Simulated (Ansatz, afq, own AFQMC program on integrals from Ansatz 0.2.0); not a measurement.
## N$_{2}$, singlet in 6-31G, levels against full CI

```xyz
2

N     0.0000    0.0000    0.0000
N     0.0000    0.0000    3.0040
```

Basis 6-31G. Only valence electrons are correlated. Integrals, coupled cluster, full CI and functionals: Ansatz 0.2.0; the random walks run on the same integrals in our own AFQMC program. ph-AFQMC/CISD is guided by a CISD state made of CCSD amplitudes; releasing the constraint for a short imaginary time cuts its bias at the price of noise, slowly where states lie close. Uncertainties: one standard error, sampling alone.

Determinant: UHF, the one that the program's search chose, which needn't be the lowest solution. The geometry is a point of a scan.

Full CI on the same integrals is exact in this basis and with this determinant's frozen core.

Cautions: unrestricted determinant spin contaminated (⟨S²⟩ 3.00 against 0.00); the next higher spin lies close (full CI puts it 10 meV above).

The T1 diagnostic is 0.0055, the weight of the determinant in the CISD state is 0.971 and the ⟨S²⟩ of the determinant is 3.001. The size of the correlated space is 10 electrons in 16 orbitals.

Reference: full CI, correlation energy -1.885 eV. The released energy is read at 2.40 1/Eh (meV from the phaseless value at times in 1/Eh: -0.8 ± 0.7 at 0.24, -0.3 ± 0.7 at 0.51, -1.3 ± 0.6 at 0.99, -2.1 ± 1.1 at 1.62, -1.3 ± 0.8 at 2.40). The cautions show a poor starting determinant, so the rows tell how each method copes with it here, and full CI is the sure value.

| level | E − E(reference) (kJ/mol) | share of correlation (%) |
| --- | --- | --- |
| HF | 181.9 | 0.00 |
| MP2 | 40.2 | 77.87 |
| CCSD | 2.2 | 98.78 |
| CCSD(T) | 1.2 | 99.32 |
| CCSDT | 0.4 | 99.75 |
| CCSDT(Q) | 0.3 | 99.83 |
| CCSDTQ | 0.2 | 99.92 |
| ph-AFQMC/HF | -1.1 ± 1.2 | 100.58 |
| ph-AFQMC/CISD | -0.5 ± 0.07 | 100.25 |
| released AFQMC | -0.6 ± 0.08 | 100.32 |

CCSDT and higher add their correlation energy to the determinant of the CCSD(T) run, since their own runs factorise the integrals more tightly (a shift of under 2 meV). Released energies are given only where the last usable release times agree within the noise; a slower fall can still hide under it.
